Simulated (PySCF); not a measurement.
## MgCl⁻: one state, many levels of theory

State: ¹Σ⁺ (singlet), closed shell. Set-up: Mg aug-cc-pVDZ-DK, Cl aug-cc-pVDZ-DK; spin-free X2C with a Gaussian nucleus (PySCF 2.14). De refers to Mg + Cl⁻ in their ground configurations, without counterpoise correction. A positive dipole points towards Cl; it is taken about the centre of mass and depends on that origin.

```
      Level  Re (Å)  ωe (cm⁻¹)  De (eV)  μ (D)
        RHF   2.430        286      n/a   4.24
    RHF-MP2   2.432        293     1.21    n/a
RHF-SCS-MP2   2.438        289     1.16    n/a
   RHF-CCSD   2.437        291      n/a    n/a
RHF-CCSD(T)   2.437        293      n/a    n/a
        PBE   2.443        278     1.21   3.46
     r²SCAN   2.411        297     1.31   4.02
    r²SCANh   2.409        298     1.30   3.99
       PBE0   2.423        288     1.23   3.66
  BHandHLYP   2.425        283     1.09   3.53
      ωB97X   2.426        284     1.22   3.74
     B2PLYP   2.437        281     1.11   3.62
```

Q: What does a quarter of exact exchange do here, going from PBE to PBE0?

A: PBE0 less PBE: -2.0 pm in Re, +3.6 % in ωe, +0.02 eV in De. Exact exchange removes part of the self-interaction that spreads semilocal densities, and in most molecules shortens and stiffens the bond and lowers De; here De goes the other way.

Q: What does the step from GGA to meta-GGA do here, going from PBE to r²SCAN?

A: r²SCAN less PBE: -3.2 pm in Re, +6.8 % in ωe, +0.10 eV in De. 

Q: What does second-order correlation do here, going from RHF to RHF-MP2?

A: RHF-MP2 less RHF: +0.2 pm in Re, +2.4 % in ωe. Correlation nearly always deepens the well. The bond lengthens, as in strong covalent bonds, where excitations into antibonding orbitals dominate.

Correlated steps freeze 6 core orbitals. Correlated levels converge slowly with the basis: in double zeta they bind strong bonds too weakly, by up to about 1 eV, and carry superposition errors of some tenths. For an ion De counts to the pair picked by the measured ionisation energies or electron affinities, which need not be the lowest pair at this level. The highest Kohn–Sham level is positive in this anion. Much of that is self-interaction error, but it also means that the finite basis helps to hold the extra electron. B2PLYP dipoles, levels and charges come from its SCF part alone.

The whole job (state search and all levels along the bond) took about 2.5 min on 1 thread of Arm Neoverse N1 (shared host), peak memory 0.61 GiB.
